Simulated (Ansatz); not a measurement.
# BSiO+ (triplet): from Hartree-Fock to the top rungs, cc-pVTZ

Aim: climb from Hartree-Fock through coupled cluster and multireference methods for BSiO+ (triplet) at one geometry and basis, and see what each rung misses.

Computed with Ansatz 0.2.0, Gaussian basis. Level: cc-pVTZ, core rule «outside noble gas», up to 7 orbitals frozen.

Plan: UHF; CCSD(T) on ROHF; CCSD(T) on UHF; BCCD(T) on ROHF; CCSDT(Q) on ROHF; CCSDT(Q) on UHF; CASSCF and NEVPT2, 12 electrons in 12 orbitals.

7 further runs of the same task are left out: 2 for a known fault of the program, 5 set aside as unsound or not needed.

### Step 1. The geometry

The geometry is a PBE0/def2-TZVP stationary point (not a proven minimum) of the parent state, kept for this charge and spin.

3 atoms, charge 1, spin multiplicity 3.

Atoms are counted from 1 here; the program's logs count them from 0.

Bond lengths: B1–O2 1.292 Å, O2–Si3 1.680 Å. Angles: B1–O2–Si3 180.0°.

In the tables R marks a restricted open-shell determinant and U an unrestricted one; 'valence' is the active space of 12 electrons in 12 orbitals; energies count from the table's Hartree-Fock row.

### Step 2. UHF

File in.yaml:

```yaml
crystal:
  periodic: [false, false, false]
  atoms:
    - {symbol: B, position_ang: [0.000000, 0.000000, -1.421400]}
    - {symbol: O, position_ang: [0.000000, 0.000000, -0.129200]}
    - {symbol: Si, position_ang: [0.000000, 0.000000, 1.550600]}
basis:
  gaussian: {orbitals: cc-pVTZ}
total_charge: 1
magnetization: {spin_polarized: true, initial_magnetization: 2}
hamiltonian: {xc: hf}
output: {orbitals: {seedname: orbitals}}
```

Command:

```console
> ansatz run in.yaml --threads 1 --pin off --events-out ev --progress --plain --max-ram 4096MiB --backend cpu
```

Standard output:

```text
Functional definition: HF
  name "HF"
  cite "Fock, Z. Phys. 61, 126 (1930) doi:10.1007/BF01340294"
  parent pbe
  exchange = exact_x
  correlation = 0
824 factors; their error is unknown
mean field evaluation 1: about -10553.8118 eV, gradient 4.9e1 eV
mean field evaluation 2: about -10556.5703 eV, gradient 4.2e1 eV
mean field evaluation 4: about -10562.8908 eV, gradient 1.7e0 eV
mean field evaluation 8: about -10562.9755 eV, gradient 2.7e-1 eV
mean field evaluation 16: about -10563.2050 eV, gradient 3.5e-5 eV
mean field evaluation 32: about -10556.5249 eV, gradient 1.1e1 eV
mean field evaluation 64: about -10553.0787 eV, gradient 1.2e1 eV
mean field -10563.20503373 eV, -388.1906249921 hartree, gradient 3.5e-5 eV, S^2 2.050468; 0 other end points of the search recorded, 0 dependent functions left out
reference -10563.20503373 eV, -388.1906249921 hartree; 14, 12 occupied and 80, 82 virtual orbitals, 824 factors
Total energy: -10563.20503373 eV, -388.1906249921 hartree
```

Wall time 2.3 s (1 thread of AMD EPYC 7R13, shared host).

From the report: ⟨S²⟩ of the determinant 2.050 (pure triplet: 2.00).

### Step 3. CCSD(T) on ROHF

in.yaml: that of step 2 with these lines changed.

```diff
@@ -9,4 +9,3 @@
 total_charge: 1
-magnetization: {spin_polarized: true, initial_magnetization: 2}
-hamiltonian: {xc: hf}
-output: {orbitals: {seedname: orbitals}}
+magnetization: {spin_polarized: false, initial_magnetization: 2}
+correlation: {method: ccsd_t, electrons: outside_noble_gas}
```

Command:

```console
> ansatz run in.yaml --threads 2 --pin off --events-out ev --progress --plain --max-ram 24576MiB --backend cuda --devices 0, --max-vram 18GiB
```

Standard output, shortened:

```text
Functional definition: HF
  name "HF"
  cite "Fock, Z. Phys. 61, 126 (1930) doi:10.1007/BF01340294"
  parent pbe
[...]
574 factors; integrals over basis functions are off by at most 1.5e-3 eV
[...]
mean field -10562.98854915 eV, -388.1826693304 hartree, gradient 3.4e-6 eV, S^2 2.000000; 11 other end points of the search recorded, 0 dependent functions left out
[...]
determinant -10562.98854915 eV, -388.1826693304 hartree, with singles and doubles -10573.01234437 eV, -388.5510370106 hartree
determinant -10559.88391887 eV, -388.0685762722 hartree, with singles and doubles -10570.21055983 eV, -388.4480733277 hartree
determinant -10558.07997285 eV, -388.0022824785 hartree, with singles and doubles -10567.63007676 eV, -388.3532423240 hartree
determinant -10557.88271075 eV, -387.9950332303 hartree, with singles and doubles -10567.45271582 eV, -388.3467244298 hartree
determinant -10562.98854915 eV, -388.1826693304 hartree, with singles and doubles -10572.95025902 eV, -388.5487554159 hartree
determinant -10559.88391887 eV, -388.0685762722 hartree, with singles and doubles -10570.13927623 eV, -388.4454537039 hartree
7 core orbitals not correlated: weight in the atoms' cores, before any rotation towards them, 1.000 or more for the frozen orbitals, at most 0.000 for the correlated occupied ones
reference -10562.98854915 eV, -388.1826693304 hartree; 7, 5 occupied and 80, 82 virtual orbitals, 574 factors
second order -9.39909653 eV of doubles, -0.09631144 eV of singles
cycle   1  -9.96541626 eV  change   -3.7e-3 eV  update   5.0e-3
[...]
cycle  10  -9.96837869 eV  change   -1.5e-5 eV  update   6.1e-6
perturbative correction -0.46863217 eV, -0.0172219145 hartree
Total energy: -10573.42556000 eV, -388.5662224049 hartree
```

Run time: 17 s. Hardware: 1 × H100 (card shared with other runs) with 2 threads of AMD EPYC 7R13, shared host; peak host memory 0.8 GiB.

From the report: correlation -10.4370 eV; T1 0.043; largest double amplitude 0.07.

### Step 4. CCSD(T) on UHF

in.yaml: that of step 3 with these lines changed.

```diff
@@ -9,3 +9,3 @@
 total_charge: 1
-magnetization: {spin_polarized: false, initial_magnetization: 2}
+magnetization: {spin_polarized: true, initial_magnetization: 2}
 correlation: {method: ccsd_t, electrons: outside_noble_gas}
```

Same command.

Standard output, shortened:

```text
Functional definition: HF
  name "HF"
  cite "Fock, Z. Phys. 61, 126 (1930) doi:10.1007/BF01340294"
  parent pbe
[...]
574 factors; integrals over basis functions are off by at most 1.5e-3 eV
[...]
mean field -10563.20531168 eV, -388.1906352065 hartree, gradient 2.0e-6 eV, S^2 2.050468; 5 other end points of the search recorded, 0 dependent functions left out
determinant -10563.20531168 eV, -388.1906352065 hartree, with singles and doubles -10572.99566627 eV, -388.5504241017 hartree
determinant -10560.71059070 eV, -388.0989559016 hartree, with singles and doubles -10569.39634023 eV, -388.4181513093 hartree
7 core orbitals not correlated: weight in the atoms' cores, before any rotation towards them, 1.000 or more for the frozen orbitals, at most 0.000 for the correlated occupied ones
reference -10563.20531168 eV, -388.1906352065 hartree; 7, 5 occupied and 80, 82 virtual orbitals, 574 factors
second order -9.28324222 eV of doubles, -0.00000000 eV of singles
cycle   1  -9.71268448 eV  change   -7.0e-1 eV  update   3.1e-2
[...]
cycle  12  -9.75942368 eV  change    3.8e-6 eV  update   1.3e-5
perturbative correction -0.45724993 eV, -0.0168036252 hartree
Total energy: -10573.42198529 eV, -388.5660910367 hartree
```

It took 15 s on 1 × H100 (card shared with other runs) with 2 threads of AMD EPYC 7R13, shared host; peak host memory 0.81 GiB.

From the report: ⟨S²⟩ of the determinant 2.050 (pure triplet: 2.00); correlation -10.2167 eV; T1 0.033; largest double amplitude 0.08.

### Step 5. BCCD(T) on ROHF

in.yaml: that of step 4 with these lines changed.

```diff
@@ -9,3 +9,3 @@
 total_charge: 1
-magnetization: {spin_polarized: true, initial_magnetization: 2}
-correlation: {method: ccsd_t, electrons: outside_noble_gas}
+magnetization: {spin_polarized: false, initial_magnetization: 2}
+correlation: {method: bccd_t, electrons: outside_noble_gas}
```

The command is unchanged.

Standard output, shortened:

```text
Functional definition: HF
  name "HF"
  cite "Fock, Z. Phys. 61, 126 (1930) doi:10.1007/BF01340294"
  parent pbe
[...]
574 factors; integrals over basis functions are off by at most 1.5e-3 eV
[...]
mean field -10562.98854915 eV, -388.1826693304 hartree, gradient 3.4e-6 eV, S^2 2.000000; 11 other end points of the search recorded, 0 dependent functions left out
[...]
determinant -10562.98854915 eV, -388.1826693304 hartree, with singles and doubles -10573.01234437 eV, -388.5510370106 hartree
determinant -10559.88391887 eV, -388.0685762722 hartree, with singles and doubles -10570.21055983 eV, -388.4480733277 hartree
determinant -10558.07997285 eV, -388.0022824785 hartree, with singles and doubles -10567.63007676 eV, -388.3532423240 hartree
determinant -10557.88271075 eV, -387.9950332303 hartree, with singles and doubles -10567.45271582 eV, -388.3467244298 hartree
determinant -10562.98854915 eV, -388.1826693304 hartree, with singles and doubles -10572.95025902 eV, -388.5487554159 hartree
determinant -10559.88391887 eV, -388.0685762722 hartree, with singles and doubles -10570.13927623 eV, -388.4454537039 hartree
7 core orbitals not correlated: weight in the atoms' cores, before any rotation towards them, 1.000 or more for the frozen orbitals, at most 0.000 for the correlated occupied ones
reference -10562.98854915 eV, -388.1826693304 hartree; 7, 5 occupied and 80, 82 virtual orbitals, 574 factors
second order -9.39909653 eV of doubles, -0.09631144 eV of singles
cycle   1  -9.92548427 eV  change    3.6e-2 eV  update   2.3e-2
[...]
cycle  12  -9.93803757 eV  change    6.4e-6 eV  update   5.4e-6
perturbative correction -0.49722327 eV, -0.0182726182 hartree
Total energy: -10573.42380999 eV, -388.5661580930 hartree
```

Wall time 15 s (1 × H100 (card shared with other runs) with 2 threads of AMD EPYC 7R13, shared host); peak host memory 0.81 GiB.

From the report: correlation -10.4353 eV; largest double amplitude 0.09.

### Step 6. CCSDT(Q) on ROHF

in.yaml: that of step 5 with these lines changed.

```diff
@@ -10,2 +10,2 @@
 magnetization: {spin_polarized: false, initial_magnetization: 2}
-correlation: {method: bccd_t, electrons: outside_noble_gas}
+correlation: {method: ccsdt_q, electrons: outside_noble_gas}
```

The command is unchanged.

Standard output, shortened:

```text
Functional definition: HF
  name "HF"
  cite "Fock, Z. Phys. 61, 126 (1930) doi:10.1007/BF01340294"
  parent pbe
[...]
1142 factors; integrals over basis functions are off by at most 1.8e-7 eV
[...]
mean field -10562.98858398 eV, -388.1826706103 hartree, gradient 4.0e-6 eV, S^2 2.000000; 11 other end points of the search recorded, 0 dependent functions left out
[...]
determinant -10562.98858398 eV, -388.1826706103 hartree, with singles and doubles -10573.01238845 eV, -388.5510386305 hartree
determinant -10559.88395160 eV, -388.0685774749 hartree, with singles and doubles -10570.21056764 eV, -388.4480736147 hartree
determinant -10558.08000652 eV, -388.0022837158 hartree, with singles and doubles -10567.63011077 eV, -388.3532435739 hartree
determinant -10557.88274435 eV, -387.9950344649 hartree, with singles and doubles -10567.45274904 eV, -388.3467256505 hartree
determinant -10562.98858398 eV, -388.1826706103 hartree, with singles and doubles -10572.95028653 eV, -388.5487564268 hartree
determinant -10559.88395160 eV, -388.0685774749 hartree, with singles and doubles -10570.13926796 eV, -388.4454533997 hartree
7 core orbitals not correlated: weight in the atoms' cores, before any rotation towards them, 1.000 or more for the frozen orbitals, at most 0.000 for the correlated occupied ones
reference -10562.98858398 eV, -388.1826706103 hartree; 7, 5 occupied and 80, 82 virtual orbitals, 1142 factors
second order -9.39910971 eV of doubles, -0.09631160 eV of singles
cycle   1  -9.48036773 eV  change    1.8e-2 eV  update   1.2e-1
[...]
cycle  21  -10.46056307 eV  change    1.3e-6 eV  update   1.5e-6
perturbative correction -0.02094789 eV, -0.0007698206 hartree
Total energy: -10573.47009493 eV, -388.5678590334 hartree
```

Wall time 32 s (1 × H100 (card shared with other runs) with 2 threads of AMD EPYC 7R13, shared host); peak host memory 1.2 GiB.

From the report: correlation -10.4815 eV; T1 0.045; largest double amplitude 0.08.

### Step 7. CCSDT(Q) on UHF

in.yaml: that of step 6 with these lines changed.

```diff
@@ -9,3 +9,3 @@
 total_charge: 1
-magnetization: {spin_polarized: false, initial_magnetization: 2}
+magnetization: {spin_polarized: true, initial_magnetization: 2}
 correlation: {method: ccsdt_q, electrons: outside_noble_gas}
```

The command is unchanged.

Standard output, shortened:

```text
Functional definition: HF
  name "HF"
  cite "Fock, Z. Phys. 61, 126 (1930) doi:10.1007/BF01340294"
  parent pbe
[...]
1142 factors; integrals over basis functions are off by at most 1.8e-7 eV
[...]
mean field -10563.20534726 eV, -388.1906365141 hartree, gradient 2.5e-6 eV, S^2 2.050469; 5 other end points of the search recorded, 0 dependent functions left out
determinant -10563.20534726 eV, -388.1906365141 hartree, with singles and doubles -10572.99571042 eV, -388.5504257240 hartree
determinant -10560.71062827 eV, -388.0989572821 hartree, with singles and doubles -10569.39637572 eV, -388.4181526136 hartree
7 core orbitals not correlated: weight in the atoms' cores, before any rotation towards them, 1.000 or more for the frozen orbitals, at most 0.000 for the correlated occupied ones
reference -10563.20534726 eV, -388.1906365141 hartree; 7, 5 occupied and 80, 82 virtual orbitals, 1142 factors
second order -9.28325392 eV of doubles, -0.00000000 eV of singles
cycle   1  -9.27363941 eV  change    9.6e-3 eV  update   1.2e-1
[...]
cycle  22  -10.24400369 eV  change    5.0e-7 eV  update   7.8e-7
perturbative correction -0.03043211 eV, -0.0011183594 hartree
Total energy: -10573.47978306 eV, -388.5682150656 hartree
```

Wall time 34 s (1 × H100 (card shared with other runs) with 2 threads of AMD EPYC 7R13, shared host); peak host memory 1.1 GiB.

From the report: ⟨S²⟩ of the determinant 2.050 (pure triplet: 2.00); correlation -10.2744 eV; T1 0.036; largest double amplitude 0.08.

### Step 8. CASSCF and NEVPT2, 12 electrons in 12 orbitals

in.yaml: that of step 7 with these lines changed.

```diff
@@ -9,3 +9,3 @@
 total_charge: 1
-magnetization: {spin_polarized: true, initial_magnetization: 2}
-correlation: {method: ccsdt_q, electrons: outside_noble_gas}
+magnetization: {spin_polarized: false, initial_magnetization: 2}
+correlation: {method: sc_nevpt2, electrons: outside_noble_gas, active_space: {window: {electrons: 12, orbitals: 12}, shells: [{species: B, l: s, shell: 2}, {species: B, l: p, shell: 2}, {species: O, l: s, shell: 2}, {species: O, l: p, shell: 2}, {species: Si, l: s, shell: 3}, {species: Si, l: p, shell: 3}]}}
```

Same command.

Standard output, shortened:

```text
Functional definition: HF
  name "HF"
  cite "Fock, Z. Phys. 61, 126 (1930) doi:10.1007/BF01340294"
  parent pbe
[...]
1142 factors; integrals over basis functions are off by at most 1.8e-7 eV
[...]
mean field -10562.98858398 eV, -388.1826706103 hartree, gradient 4.0e-6 eV, S^2 2.000000; 10 other end points of the search recorded, 0 dependent functions left out
reference -10562.98858398 eV, -388.1826706103 hartree; 14, 12 occupied and 80, 82 virtual orbitals, 1142 factors
state -10567.31847054 eV, -388.3417910066 hartree
state -10567.31847054 eV, -388.3417910066 hartree; corrected -10571.97665132 eV, -388.5129759929 hartree
Total energy: -10571.97665132 eV, -388.5129759929 hartree
Checks for a lower state left out: starts, orbital_swaps
```

Wall time 18 s (1 × H100 (card shared with other runs) with 2 threads of AMD EPYC 7R13, shared host); peak host memory 0.81 GiB.

From the report: 213,344 determinants; active occupations 1.99, 1.98, 1.97, 1.97, 1.94, 1.00, 1.00, 0.06, 0.03, 0.03, 0.02, 0.02.

### Step 9. Natural occupations

Natural occupations of the CASSCF valence state about the gap (report; correlated orbitals 2 to 11): 1.980, 1.971, 1.967, 1.937, 1.001, 0.999, 0.063, 0.034, 0.027, 0.019. The count of effectively unpaired electrons, Σ n²(2 − n)², is 2.05; a single determinant of this spin has 2.

### Step 10. The ladder

The yardstick is UCCSDT(Q), where the cluster series has nearly closed. Rows without a time come out of other runs: HF, MP2 and CCSD of CCSD(T), CCSDT of CCSDT(Q), CASSCF and MRCISD of the multireference runs.

Differences are taken before rounding.

```
        method  energy from the lowest RHF (kJ/mol)  from UCCSDT(Q) (kJ/mol)  time
           RHF                                  0.0                  +1012.3      
           UHF                                -20.9                   +991.3      
          RMP2                               -916.2                    +96.1      
          UMP2                               -916.6                    +95.6      
         RCCSD                               -961.8                    +50.4      
         UCCSD                               -962.6                    +49.7      
      RCCSD(T)                              -1007.0                     +5.2  17 s
      UCCSD(T)                              -1006.7                     +5.6  15 s
       BCCD(T)                              -1006.8                     +5.4  15 s
        RCCSDT                              -1009.3                     +3.0      
        UCCSDT                              -1009.3                     +2.9      
     RCCSDT(Q)                              -1011.3                     +0.9  32 s
     UCCSDT(Q)                              -1012.3                        0  34 s
CASSCF valence                               -417.8                   +594.5      
NEVPT2 valence                               -867.2                   +145.0  18 s
```

Among the levels timed on like hardware and quicker than the yardstick, those that no quicker one beats, quickest first: BCCD(T) (15 s, +5.4 kJ/mol); RCCSD(T) (17 s, +5.2 kJ/mol); RCCSDT(Q) (32 s, +0.9 kJ/mol).

### Step 11. Results

| quantity | value |
| --- | --- |
| UCCSDT(Q) below the RHF energy | -10.4912 eV |
| RMP2 from UCCSDT(Q) | +96.1 kJ/mol |
| UMP2 from UCCSDT(Q) | +95.6 kJ/mol |
| RCCSD from UCCSDT(Q) | +50.4 kJ/mol |
| RCCSD(T) from UCCSDT(Q) | +5.2 kJ/mol |
| UCCSD(T) from UCCSDT(Q) | +5.6 kJ/mol |
| RCCSDT(Q) from UCCSDT(Q) | +0.9 kJ/mol |
| NEVPT2 valence from UCCSDT(Q) | +145.0 kJ/mol |
| levels within 1 kcal/mol (43 meV) | RCCSDT, UCCSDT, RCCSDT(Q) |
| T1 diagnostic | 0.043 |
| effectively unpaired electrons | 2.05 |

What this shows: RCCSD(T) misses by +5.2 kJ/mol, 0.5 % of the correlation energy. The occupations are near whole numbers, but T1 = 0.043 shows that the orbitals relax strongly. These misses are within one basis, not against nature; the frozen cores of restricted and unrestricted runs differ, which can shift their rows.

For cost: RCCSDT(Q) gets within 0.9 kJ/mol in 32 s, where UCCSDT(Q) took 34 s; the quickest level in the cost chart, BCCD(T), takes 15 s and misses by 5.4 kJ/mol.
